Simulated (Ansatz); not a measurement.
We consider chalcopyrite CdSnAs2, described by BLYP (Ansatz, a first-principles code, plane waves, PAW).

The input as run:

Ansatz 0.2 input:
```yaml
crystal:
  lattice:
    - [-3.1494485163, 3.1494485163, 6.1959526397]
    - [3.1494485163, -3.1494485163, 6.1959526397]
    - [3.1494485163, 3.1494485163, -6.1959526397]
  atoms:
    - { symbol: Cd, position: [0.0, 0.0, 0.0] }
    - { symbol: Cd, position: [0.75, 0.25, 0.5] }
    - { symbol: Sn, position: [0.5, 0.5, 0.0] }
    - { symbol: Sn, position: [0.25, 0.75, 0.5] }
    - { symbol: As, position: [0.875, 0.8713272117, 0.4963272117] }
    - { symbol: As, position: [0.1286727883, 0.625, 0.0036727883] }
    - { symbol: As, position: [0.375, 0.3786727883, 0.5036727883] }
    - { symbol: As, position: [0.6213272117, 0.125, 0.9963272117] }
basis:
  ecutwfc: 520
  ecutrho_ratio: 4
  xc_grid: 2
kpoints:
  mp_grid: { grid: [8, 8, 8] }
hamiltonian:
  xc: blyp
  dispersion: none
  pseudopotentials: { kind: paw }
scf:
  occupations: { method: fermi_dirac, width: 0.01 }
output:
  forces: true
  stress: true
  eigenvalues: true
relax:
  f_tol: 0.004
  escape_saddle: false
  max_steps: 80
  cell: { stress_tol: 0.02, fix: [volume] }
```

Excerpt of the program's output:

```
Relaxation: its limit of steps is 80 (relax.max_steps)
Crystal: 8 atoms, lattice volume = 245.831 Å³
Basis set: ecut = 520 eV, 6555 PW (Γ), exchange–correlation on 120×120×120 points (8 copies of the dense FFT grid, shifted against one another)
Bands: 77, of which v1, the nominal top of the filled ones, is band 64 counted from 1 (63 counted from 0)
Symmetry: 8 space group operations
Space group: I-42d (ITA 122), of the structure as read, at distance tolerance 6.3e-5 Å
k-points: 59 of 512 (time reversal used)
Functional: x = b88, c = lyp
SCF iter   1: F=—  HF=-48089.889277 eV  |F-HF|=—  |Δ(HF+E_count)|=         —  Δρ=4.34e-3  dr2=3.42e-2
SCF iter   2: F=—  HF=-48089.880672 eV  |F-HF|=—  |Δ(HF+E_count)|=   8.61e-3  Δρ=2.10e-3  dr2=9.21e-3
  ...
SCF 1 converged in 7 iterations: F = -48089.878205 eV  dr2 = 4.82e-8
Crystal: 8 atoms, lattice volume = 245.831 Å³
Initial density: handed on by an earlier stage of this run
SCF 2 converged in 5 iterations: F = -48089.878168 eV  dr2 = 1.27e-8
Crystal: 8 atoms, lattice volume = 245.831 Å³
SCF 3 converged in 8 iterations: F = -48089.878333 eV  dr2 = 3.78e-12
Crystal: 8 atoms, lattice volume = 245.831 Å³
SCF iter   3: F=—  HF=-48089.878333 eV  |F-HF|=—  |Δ(HF+E_count)|=  1.46e-11  Δρ=1.63e-7  dr2=2.51e-11
SCF iter   4: F=-48089.878333 eV  HF=-48089.878333 eV  |F-HF|=0.00e0  |Δ(HF+E_count)|=  1.46e-11  Δρ=9.65e-8  dr2=8.29e-12
SCF 4 converged in 4 iterations: F = -48089.878333 eV  dr2 = 8.29e-12
SCF converged after 4 iterations
Free energy (F): -48089.878333 eV
Internal energy: -48089.878320 eV  (E = F + TS)
E sigma→0 (E₀):  -48089.878327 eV
Fermi energy:    7.491222 eV
--- Forces (eV/Å), atoms counted from 1 ---
  atom   1  Cd     0.00000000     0.00000000    -0.00000000
  atom   2  Cd     0.00000000    -0.00000000    -0.00000000
  atom   3  Sn    -0.00000000     0.00000000     0.00000000
  atom   4  Sn    -0.00000000     0.00000000     0.00000000
  atom   5  As     0.00003234    -0.00000000     0.00000000
  atom   6  As    -0.00000000    -0.00003234     0.00000000
  atom   7  As    -0.00003234     0.00000000     0.00000000
  atom   8  As    -0.00000000     0.00003234     0.00000000
--- Stress (GPa, compression-positive) ---
        0.828430       0.000000       0.000000
        0.000000       0.828430      -0.000000
        0.000000      -0.000000       0.829029
  P = ⅓ Tr σ = 0.8286 GPa (8.286 kbar)
```

The cell is one volume of an energy–volume scan, off the minimum.

The PAW data were made under PBE.

Note: the relaxation could not lower the start's symmetry, so the cell can be a saddle point above a distorted one.

It cost very roughly 7 core-minutes of CPU time.
